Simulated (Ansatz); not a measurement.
# hcp Cd

All values below come from r²SCAN in Ansatz (PAW).

Settings: plane-wave cutoff 500 eV, 20×20×1 k mesh (along the axes of the cell as run), Fermi–Dirac smearing 0.1 eV, scalar-relativistic PAW data made under PBE.

Cell: relaxed at this level.

surface energy of the (10-11) face: 0.53 J/m²
work function of the (10-11) face: 3.98 eV

The slab of 12 atoms is relaxed and unreconstructed.

Cost on a shared machine: around 5 core-hours (rough).

Ansatz is a quantum-chemistry and plane-wave program.
